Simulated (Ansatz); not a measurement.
# CH4NS+: functionals against CCSD(T) at one geometry

One table from this session's results is given with a row withheld; the runs are named, their logs left out.

The runs use Ansatz 0.2.0, Gaussian basis; single points in def2-TZVPP.

Correlated methods freeze the cores.

## Where the work starts

SMILES `N=C[SH2+]`, 7 atoms, charge 1, spin multiplicity 1.

Atoms are counted from 1 here; the program's logs count them from 0.

Bond lengths: N1–C2 1.199 Å, N1–H4 1.058 Å, C2–H5 1.099 Å, S3–H6 1.357 Å, S3–H7 1.374 Å. Angles: C2–N1–H4 132.8°, N1–C2–H5 127.0°, H6–S3–H7 93.2°.

Coordinates:

```xyz
7

N    -1.3257    1.0580   -0.2910
C    -0.3909    0.3357   -0.4975
S     0.6864   -0.7069    0.9565
H    -1.8073    1.3755    0.5959
H     0.0747    0.1174   -1.4685
H     0.7949   -1.8500    0.2338
H     1.9014   -0.2288    0.5276
```

The first run:

Contents of run/in.yaml:

```yaml
crystal:
  periodic: [false, false, false]
  atoms:
    - {symbol: N, position_ang: [-1.325700, 1.058000, -0.291000]}
    - {symbol: C, position_ang: [-0.390900, 0.335700, -0.497500]}
    - {symbol: S, position_ang: [0.686400, -0.706900, 0.956500]}
    - {symbol: H, position_ang: [-1.807300, 1.375500, 0.595900]}
    - {symbol: H, position_ang: [0.074700, 0.117400, -1.468500]}
    - {symbol: H, position_ang: [0.794900, -1.850000, 0.233800]}
    - {symbol: H, position_ang: [1.901400, -0.228800, 0.527600]}
basis:
  gaussian: {orbitals: def2-TZVPP}
total_charge: 1
correlation: {method: ccsd_t}
output: {forces: true}
```

No record of the launch command was kept for these runs.

Among the steps run: CCSD(T)/def2-TZVPP; PBE0-D4/def2-TZVPP; wB97M-V/def2-TZVPP; r2SCAN-D4/def2-TZVPP; PBE-D4/def2-TZVPP; CAM-B3LYP-D4/def2-TZVPP; LC-wPBE/def2-TZVPP.

One of the session's tables, all rows but one given; the rest of the session is left out.

```
      method  RMS force component (eV/Å)  angle to CCSD(T) forces (°)
     CCSD(T)                       0.850                    reference
     PBE0-D4                       0.630                         22.6
     wB97M-V                       0.654                         22.2
   r2SCAN-D4                       0.646                         16.1
      PBE-D4                       0.666                         12.4
CAM-B3LYP-D4                           ?                            ?
     LC-wPBE                       0.648                         32.8
```

**Question.** Estimate the row for CAM-B3LYP-D4.

The run gave: RMS force component (eV/Å): 0.623; angle to CCSD(T) forces (°): 30.7. In the column «RMS force component (eV/Å)» it is the lowest.
